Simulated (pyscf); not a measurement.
HO–Ga (SMILES [OH][Ga]) [singlet] + HF (SMILES F) -> HO–GaH–F (SMILES [OH][GaH][F]), an insertion (singlet surface; F–H broken, F–Ga, Ga–H formed). Optimised with ωB97X-D3(BJ)/def2-SVP in PySCF. Correlated levels are frozen-core, on RHF or UHF. ΔMP2 is the change of the MP2 total energy from the triple- to the quadruple-zeta basis. Energies in eV from the separated reactants.

Small-basis levels: PySCF, no dispersion term, spherical d functions. AM1 to PM7: differences of heats of formation from MOPAC, which are fitted to 298 K values and so differ in kind from electronic energies by zero-point and thermal terms. GFN2-xTB: tblite. 

| level | barrier | reaction energy |
|---|---|---|
| HF/3-21G | 1.43 | -2.22 |
| SVWN5/6-31G*+LANL2DZ | 0.39 | -1.81 |
| BP86/6-31G*+LANL2DZ | 0.71 | -1.68 |
| B3LYP/3-21G | -0.01 | -2.62 |
| B3LYP/6-31G*+LANL2DZ | 0.97 | -1.76 |
| M06-2X/6-31G*+LANL2DZ | 1.25 | -1.72 |
| PBE/def2-SVP | 0.73 | -1.22 |
| GFN2-xTB | 0.52 | -1.21 |
| AM1 | 3.27 | +2.06 |
| CCSD(T)/def2-TZVPP + ΔMP2(QZVPP) | 1.45 | -1.04 |

Against the last row the barrier runs from -1.46 (B3LYP/3-21G) to +1.83 eV (AM1). At B3LYP/3-21G this geometry lies under one side, so the entry may be no barrier of that level: it is a single point on another level's saddle. CCSD(T)/def2-TZVPP + ΔMP2(QZVPP) has limits of its own. On the product side the descent ends in a point that may be a rotor saddle (no frequency run), 0.07 eV over the lowest minimum found and 2.47 eV under the saddle at ωB97X-D3(BJ)/def2-TZVP. At ωB97X-D3(BJ)/def2-TZVP the barrier from the zero used here is 1.32 eV. This is the saddle that the search found; another between the same sides may lie lower. The CCSD(T) − MP2 part came from Ansatz, without density fitting, on the same reference. The frozen core leaves the outer d or s,p core shells of the metals and heavy elements correlated in the MP2 and CC values, and def2-TZVPP describes them poorly, which can shift differences by a few kcal/mol. In the def2 sets elements up to Kr have no core potential.
